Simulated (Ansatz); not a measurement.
Species: HS (charge 0, doublet). SMILES: [SH]
Geometry: optimised at B3LYP-D3(BJ)/def2-TZVP (Ansatz, an electronic-structure program).

Quantity: atomisation energy, in kcal/mol. Terms: LANL2DZ with its own core potentials from Na on; 6-31G* and kin with 6d, 5d where marked; atomisation electronic, to ground-state atoms; frozen cores in correlated levels; non-relativistic; 6-311+G** with 5d, 6d on Na to Ar in Ansatz; UHF or UKS for open shells; no spin-orbit coupling. Basis-set limits of correlation are two-point, X^-3; Hartree-Fock from the larger set (for Q and 5 zeta extrapolated as (X+1)exp(-9√X)). Ab initio and DFT rows: single points at B3LYP-D3(BJ) geometries (Ansatz).

Coupled cluster (Ansatz) is a level with limits of its own, used here on species with T1 under 0.025 (0.045 for open shells) and stable references: CCSD(T)/CBS(cc-pV(Q+d)Z,cc-pV(5+d)Z).

Value to compare with, CCSD(T)/CBS(cc-pV(Q+d)Z,cc-pV(5+d)Z) (Ansatz): 87.5 kcal/mol.

```csv
level,program,atomisation energy (kcal/mol),difference
MP2/STO-3G,Ansatz,80.1,-7.4
MP2/3-21G,Ansatz,57.4,-30.1
MP2/LANL2DZ,Ansatz,56.8,-30.7
MP2/6-31G*,Ansatz,69.2,-18.3
MP2/6-311+G**,Ansatz,77.8,-9.7
```

0 of the 5 habitual levels lie above CCSD(T)/CBS(cc-pV(Q+d)Z,cc-pV(5+d)Z) (Ansatz); their mean absolute difference is 19.2 kcal/mol, the median 18.3.

The sets are all those run for this method; runs whose electronic state is in doubt are left out.
